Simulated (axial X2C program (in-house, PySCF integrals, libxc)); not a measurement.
## Potential curves of CO, two-component

Computed with an axial X2C code built on PySCF integrals. Two-component (2c) means X2C with spin–orbit coupling and atomic mean-field two-electron Coulomb and Gaunt terms. Basis: O dyall-av3z [7s6p3d2f], C dyall-v3z [7s6p2d1f] (cores contracted in-house); Gaussian nuclei, density fitting, unrestricted open shells. Masses: O 15.995 u, C 12.000 u.

State: Ω = 0 (closed shell). Energies in cm⁻¹ from the fragments at the same level (O + C). Fits are polynomials in 1 − R0/R over 0.85 to 1.23 times the lowest point R0.

```tsv
R (Å)	HF	CCSD(T)
0.9788	-48611	
1.0237	-56465	-80563
1.0575	-59623	-84804
1.0913	-60926	-87218
1.1250	-60748	-88174
1.1644	-59070	-87855
1.2038	-56176	-86351
1.2544	-51167	-83170
1.3162	-43742	
1.4062	-31591
```

Correlated methods: 10 electrons correlated (number of frozen shells: O 1 s; C 1 s), 172 virtual spin orbitals or spinors in MP2, 88 natural virtuals in coupled cluster.

One determinant describes the state; a PBE0 search over occupations chose it and may have missed a lower one. The closed shell is kept restricted, so the energy runs too high when the bond is stretched far. Dissociation energies refer to the lowest single-determinant-based atoms at the same level and basis. CCSD and (T) use frozen natural virtuals with an MP2 correction for the truncation; (T) itself is uncorrected, so its De runs slightly low. In 2c an atomic determinant is not the ground J level, so De misses part of the atomic spin–orbit lowering. This holds for CCSD(T). Coupled cluster ran on the points near the minimum only. MP2 and coupled cluster on one determinant become unreliable at the stretched end.

Task: What are Re, ωe and De at the HF level?

Result: At HF, 2c: Re = 1.103 Å, ωe ≈ 2420 cm⁻¹, De = 7.56 eV to O + C; Be follows as 2.02 cm⁻¹.

Task: Fit the CCSD(T) curve near its minimum: give the equilibrium distance, the harmonic wavenumber and the well depth.

Result: At CCSD(T), 2c: Re = 1.135 Å, ωe ≈ 2150 cm⁻¹, De = 10.94 eV to O + C; Be follows as 1.91 cm⁻¹.
